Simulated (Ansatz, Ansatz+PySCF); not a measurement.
```xyz
8

C     0.0000   -1.0028   -0.0706
O     0.0000   -0.9888    1.2221
O     0.0000    0.1572   -0.9175
C     0.0000    1.5115   -0.1984
H     0.0000   -1.9891   -0.7523
H     0.0000    2.3385   -1.0452
H    -0.9634    1.6259    0.4875
H     0.9634    1.6259    0.4875
```

RHF on singlet C2H4O2 was run in several spherical basis sets with Ansatz (development build ahead of 0.2.0). Caution for RHF: no unrestricted run beside it, a lower state can exist.

Rank the basis sets by the total energy that they give, lowest first, with the distance from the lowest.
A. cc-pVDZ
B. 6-31G(d)
C. cc-pVTZ
D. def2-SVP
E. def2-TZVP

E (0.00 eV), C (0.23 eV), A (2.01 eV), B (2.67 eV), D (7.33 eV).

Totals follow the description of the cores as much as that of the bonds, so this order isn't one of quality for chemistry.
